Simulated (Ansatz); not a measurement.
# CH3Si (doublet): the correlation ladder, cc-pVDZ

One table from this session's results is given with a row withheld; the runs are named, their logs left out.

Program: Ansatz 0.2.0, Gaussian basis. Level of theory: cc-pVDZ, core rule «outside noble gas», up to 6 orbitals frozen. These are calculated values, not measurements.

Plan: UHF; CCSD(T) on ROHF; CCSD(T) on UHF; BCCD(T) on ROHF; CISD; CCSDT(Q) on ROHF; CCSDT(Q) on UHF.

17 further runs of the same task are left out: 6 that didn't finish, 11 set aside as unsound or not needed.

## What is computed

The geometry is a PBE0/def2-TZVP stationary point (not a proven minimum).

5 atoms, charge 0, spin multiplicity 2.

Atoms are counted from 1 here; the program's logs count them from 0.

Bond lengths: Si1–C2 1.890 Å, Si1–H3 1.488 Å, Si1–H4 1.488 Å, Si1–H5 1.492 Å. Angles: C2–Si1–H3 112.5°, C2–Si1–H4 112.5°, C2–Si1–H5 101.7°, H3–Si1–H4 109.7°, H3–Si1–H5 110.2°, H4–Si1–H5 110.2°.

As a file:

```csv
atom,x (Å),y (Å),z (Å)
Si1,-0.0027,0.0000,0.4927
C2,0.0237,0.0000,-1.3968
H3,0.6305,-1.2164,1.0698
H4,0.6307,1.2163,1.0698
H5,-1.4681,0.0001,0.7752
```

Set-up of the first run:

in.yaml reads:

```yaml
crystal:
  periodic: [false, false, false]
  atoms:
    - {symbol: Si, position_ang: [-0.002716, 0.000000, 0.492711]}
    - {symbol: C, position_ang: [0.023717, -0.000001, -1.396758]}
    - {symbol: H, position_ang: [0.630455, -1.216386, 1.069825]}
    - {symbol: H, position_ang: [0.630650, 1.216284, 1.069826]}
    - {symbol: H, position_ang: [-1.468051, 0.000117, 0.775218]}
basis:
  gaussian: {orbitals: cc-pVDZ}
magnetization: {spin_polarized: true, initial_magnetization: 1}
hamiltonian: {xc: hf}
output: {orbitals: {seedname: orbitals}}
```

Started as:

```sh
$ ansatz run in.yaml --threads 1 --pin off --events-out ev --progress --plain --max-ram 2393MiB
```

Steps of the session up to this table: UHF; CCSD(T) on ROHF; CCSD(T) on UHF; BCCD(T) on ROHF; CISD; CCSDT(Q) on ROHF; CCSDT(Q) on UHF.

One table of the session follows, with a row left open; its other results are not shown here.

| method | from UCCSDT(Q) (meV) |
| --- | --- |
| ROHF | +6392.4 |
| UHF | +5968.9 |
| RMP2 | +1506.3 |
| UMP2 | +1509.3 |
| CISD | +706.1 |
| RCCSD | +200.5 |
| UCCSD | +190.7 |
| RCCSD(T) | +45.3 |
| UCCSD(T) | ? |
| BCCD(T) | +44.8 |
| RCCSDT | +7.7 |
| UCCSDT | +10.6 |
| RCCSDT(Q) | +0.4 |
| UCCSDT(Q) | 0 |

Estimate the missing values for UCCSD(T).

As computed: from UCCSDT(Q) (meV): +29.9. In the column «from UCCSDT(Q) (meV)» it lies between UCCSDT (+10.6) and BCCD(T) (+44.8).

Among the levels timed on like hardware and quicker than the yardstick, those that no quicker one beats, quickest first: CISD (3.3 s, +706.1 meV); RCCSD(T) (6.5 s, +45.3 meV); BCCD(T) (7.5 s, +44.8 meV); UCCSD(T) (15 s, +29.9 meV); RCCSDT(Q) (51 s, +0.4 meV).

With the free atoms at the same levels and basis (separate runs), the atomisation energy is 11.416 eV at UCCSDT(Q), 11.393 eV at RCCSD(T), 11.407 eV at UCCSD(T), 9.034 eV at ROHF.

Limits of these values: The determinant is far from a pure spin state, so its energy mixes those of several spin states (harmless only where they are near-degenerate, as at dissociation). Restricted and unrestricted rows rest on different reference determinants; where their highest levels disagree by more than a few hundredths of an eV, they describe different states and don't form one ladder.
